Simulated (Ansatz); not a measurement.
# SiH4 (singlet): wave-function methods side by side at distance H1–H2 along a hydrogen transfer = 0.840 Å, 6-31G

How much of the correlation energy of SiH4 (singlet) does each wave-function method recover here?

The runs use Ansatz 0.2.0, Gaussian basis; 6-31G, core rule «outside noble gas», up to 5 orbitals frozen.

Plan: UHF; CCSD(T) on RHF; CCSD(T) on UHF; BCCD(T) on RHF; CISD; CCSDT(Q) on RHF; CCSDT(Q) on UHF; CISDTQ; CCSDTQ on RHF; CCSDTQ on UHF; CASSCF and MRCISD+Q, 2 electrons in 2 orbitals; CASSCF and NEVPT2, 2 electrons in 2 orbitals; CASSCF and MRCISD+Q, 8 electrons in 8 orbitals; CASSCF and NEVPT4(SD), 8 electrons in 8 orbitals; CASSCF and NEVPT2, 8 electrons in 8 orbitals.

11 further runs of the same task are left out: 1 that didn't finish, 10 set aside as unsound or not needed.

### 1 The system

The geometry derives from fragments relaxed apart (PBE0/def2-TZVP) and kept rigid, so it is no stationary point. A hydrogen atom is moved between rigid fragments.

5 atoms, charge 0, spin multiplicity 1.

Atoms are counted from 1 here; the program's logs count them from 0.

Bond lengths: H1–H2 0.840 Å, H2–Si3 1.676 Å, Si3–H4 1.526 Å, Si3–H5 1.526 Å. Angles: H1–H2–Si3 180.0°, H2–Si3–H4 113.7°, H2–Si3–H5 113.7°, H4–Si3–H5 91.2°.

### 2 UHF

The input, in.yaml:

```yaml
crystal:
  periodic: [false, false, false]
  atoms:
    - {symbol: H, position_ang: [-2.422866, 0.054876, 0.000000]}
    - {symbol: H, position_ang: [-1.582866, 0.054876, 0.000000]}
    - {symbol: Si, position_ang: [0.093134, 0.054876, 0.000000]}
    - {symbol: H, position_ang: [0.705314, -0.819409, 1.090012]}
    - {symbol: H, position_ang: [0.705314, -0.819409, -1.090012]}
basis:
  gaussian: {orbitals: 6-31G}
magnetization: {spin_polarized: true, initial_magnetization: 0}
hamiltonian: {xc: hf}
output: {orbitals: {seedname: orbitals}}
```

On the command line:

```
$ ansatz run in.yaml --threads 1 --pin off --events-out ev --progress --plain --max-ram 2393MiB
```

The runs that follow: CCSD(T) on RHF; CCSD(T) on UHF; BCCD(T) on RHF; CISD; CCSDT(Q) on RHF; CCSDT(Q) on UHF; CISDTQ; CCSDTQ on RHF; CCSDTQ on UHF; CASSCF and MRCISD+Q, 2 electrons in 2 orbitals; CASSCF and NEVPT2, 2 electrons in 2 orbitals; CASSCF and MRCISD+Q, 8 electrons in 8 orbitals; CASSCF and NEVPT4(SD), 8 electrons in 8 orbitals; CASSCF and NEVPT2, 8 electrons in 8 orbitals.

Before running them: what should the planned runs give, taken together? Wanted: RCCSDTQ below the RHF energy; RMP2 from RCCSDTQ; UMP2 from RCCSDTQ; RCCSD from RCCSDTQ; RCCSD(T) from RCCSDTQ; UCCSD(T) from RCCSDTQ; RCCSDT(Q) from RCCSDTQ; UCCSDT(Q) from RCCSDTQ; NEVPT2 pair from RCCSDTQ.

As calculated:

```
                         quantity                                                                                                                                                    value
     RCCSDTQ below the RHF energy                                                                                                                                               -2.6903 eV
                RMP2 from RCCSDTQ                                                                                                                                          +19.35 kcal/mol
                UMP2 from RCCSDTQ                                                                                                                                          +21.31 kcal/mol
               RCCSD from RCCSDTQ                                                                                                                                           +1.14 kcal/mol
            RCCSD(T) from RCCSDTQ                                                                                                                                           +0.35 kcal/mol
            UCCSD(T) from RCCSDTQ                                                                                                                                           +0.59 kcal/mol
           RCCSDT(Q) from RCCSDTQ                                                                                                                                           +0.02 kcal/mol
           UCCSDT(Q) from RCCSDTQ                                                                                                                                           +0.03 kcal/mol
         NEVPT2 pair from RCCSDTQ                                                                                                                                          +17.04 kcal/mol
       MRCISD+Q pair from RCCSDTQ                                                                                                                                           -0.27 kcal/mol
      NEVPT2 valence from RCCSDTQ                                                                                                                                           +4.82 kcal/mol
levels within 1 kcal/mol (43 meV)  RCCSD(T), UCCSD(T), BCCD(T), RCCSDT, UCCSDT, CISDTQ, RCCSDT(Q), UCCSDT(Q), UCCSDTQ, MRCISD+Q pair, NEVPT4(SD) valence, MRCISD valence, MRCISD+Q valence
                    T1 diagnostic                                                                                                                                                    0.015
   effectively unpaired electrons                                                                                                                                                     0.08
```

In words: RCCSD(T) misses by +0.35 kcal/mol, 0.6 % of the correlation energy. One determinant dominates. Of the multireference levels listed MRCISD+Q pair comes nearest in total energy (-0.27 kcal/mol), which doesn't show that its space is the better one. These misses are within one basis, not against nature.
